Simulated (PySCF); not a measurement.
**How methods differ on the electron affinity of Li**

Li- [He] 2s2 (1S) → Li [He] 2s1 (2S), as a difference of total energies. All numbers are calculated (PySCF 2.14, no relativity, point nucleus, in aug-cc-pVQZ (6s5p4d3f2g, 80 functions)). Correlated levels: valence: 1s2 frozen. The calculations carry no spin-orbit coupling.

Problem. Order these methods by the electron affinity they give, lowest first.
A. LDA
B. UHF
C. r2SCAN
D. M06

Solution. B (-0.123 eV), C (0.447 eV), D (0.507 eV), A (0.590 eV).

Errors of the correlated levels include the incompleteness of this basis and the frozen core.

A negative affinity means that the anion lies above the atom at that level of theory.

In the anion the highest occupied orbital energy is positive at LDA, PBE, PBE0, r2SCAN, BHandHLYP, HSE06, M06, a self-interaction effect; the basis confines that electron, and the energy difference can still be sensible.

For comparison: 0.618 eV (measured; photodetachment measurements, as compiled on the Wikipedia data page of electron affinities).
